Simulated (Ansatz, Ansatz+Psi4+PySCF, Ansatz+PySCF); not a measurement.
```xyz
11

C     0.0723    0.0000   -1.5744
C    -0.5101    0.0000   -0.2424
C     0.1452    0.7225    0.8748
C     0.1452   -0.7225    0.8748
H     1.1479    0.0000   -1.7068
H    -0.5518    0.0000   -2.4575
H    -1.5942    0.0000   -0.2075
H    -0.4984    1.2435    1.5741
H     1.0711    1.2366    0.6454
H    -0.4984   -1.2435    1.5741
H     1.0711   -1.2366    0.6454
```

Basis set: cc-pVTZ (spherical functions). Correlated methods keep 4 orbitals frozen. Correlation on ROHF uses semicanonical orbitals with singles. Charge 0, multiplicity 2.

Computed with Ansatz (development build ahead of 0.2.0); each method stands on the lowest determinant of its kind that the runs found.

The atomization energy at this shape (free ground-state atoms in the same class of orbitals less the molecule, no zero-point energy) of doublet C₄H₇:

```tsv
method	atomization energy
ROHF-MP2	4308.7 kJ/mol
UHF-MP2	4305.1 kJ/mol
ROHF	3330.2 kJ/mol
```

(1) What does UHF give?

## Answers

(1) 3293.2 kJ/mol.
